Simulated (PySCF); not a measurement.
**Frontier levels across methods**

C3H5N3.
Structure used (PBE0-D3(BJ)/def2-SVP), in Å, numbered top down from 1:
```xyz
11
C3H5N3 angstrom
C     -1.425    0.172   -0.027
N      0.007    0.008    0.009
C      0.952    0.725   -0.662
N      2.147    0.265   -0.404
N      2.006   -0.781    0.452
C      0.730   -0.926    0.689
H     -1.686    1.238    0.032
H     -1.855   -0.250   -0.948
H     -1.871   -0.339    0.836
H      0.716    1.564   -1.316
H      0.279   -1.675    1.339
```

Basis pcSseg-2 throughout (PySCF), one geometry. Isolated species at its PBE0-D3(BJ)/def2-SVP geometry, gas phase.

Task: How do the orbital energies, the gap and the dipole change with the method?

Result: 
```tsv
method	kind	HOMO (eV)	LUMO (eV)	gap (eV)	μ (D)	SCF cycles
BLYP	GGA	-5.55	-0.83	4.72	6.14	16
PBE	GGA	-5.65	-0.91	4.73	6.13	16
OPBE	GGA	-5.65	-0.79	4.86	6.02	14
B97-D	GGA	-5.69	-0.82	4.86	6.11	16
LDA	LDA	-5.73	-1.14	4.59	6.29	15
BP86	GGA	-5.76	-0.97	4.79	6.15	16
KT2	GGA	-5.94	-0.84	5.10	6.03	16
KT3	GGA	-5.95	-0.87	5.08	5.96	16
B97-2	global hybrid	-7.02	0.02	7.05	6.22	14
B3LYP	global hybrid	-7.03	-0.21	6.83	6.26	14
PBE0	global hybrid	-7.30	0.07	7.37	6.26	14
mPW1PW91	global hybrid	-7.34	0.05	7.39	6.26	14
HF	Hartree–Fock	-9.83	2.09	11.92	6.51	11
```

The HOMO spans 4.28 eV, from BLYP down to HF, and the gap runs from 4.59 eV (LDA) to 11.92 eV (HF). Over the methods BLYP (0 %), PBE (0 %), OPBE (0 %), B97-D (0 %), LDA (0 %), BP86 (0 %), KT2 (0 %), KT3 (0 %), B97-2 (21 %), B3LYP (20 %), PBE0 (25 %), mPW1PW91 (25 %), HF (100 %), a straight line through the gap against the share of exact exchange rises by 0.73 eV for each 10 % (correlation coefficient 0.985). The dipole ranges from 5.96 D (KT3) to 6.51 D (HF). This basis has no diffuse functions.

The vertical ΔSCF ionisation energy at PBE0/def2-SVPD is 9.48 eV; −ε(HOMO) comes closest to it with HF (9.83 eV).
